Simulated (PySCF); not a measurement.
Ligands exchanged one at a time, B Cl-I. All species are isolated molecules in the gas phase. Strings in code marks are SMILES.

Computed with PySCF 2.14.0 with TPSSh-D3(BJ)/def2-TZVP // CAM-B3LYP-D3(BJ)/def2-TZVP. All candidates: neutral, multiplicity 1. Excitations are Tamm–Dancoff values on a coarser integration grid. The basis has no diffuse functions, so Rydberg states are missing or too high.

| Quantity | Result |
|---|---|
| brightest of the four lowest singlets (TDA) | 4.76 eV |
| T1 excitation (TDA) | 3.66 eV |
| LUMO | -2.66 eV |

Which member has these values?
(A) `IB(I)I`
(B) `ClB(Cl)I`
(C) `ClB(Cl)Cl`
(D) `ClB(I)I`

D, `ClB(I)I`. The others give `IB(I)I`: 4.58 eV, 3.27 eV, -2.88 eV; `ClB(Cl)I`: 5.26 eV, 4.17 eV, -2.41 eV; `ClB(Cl)Cl`: 7.05 eV, 5.35 eV, -2.14 eV
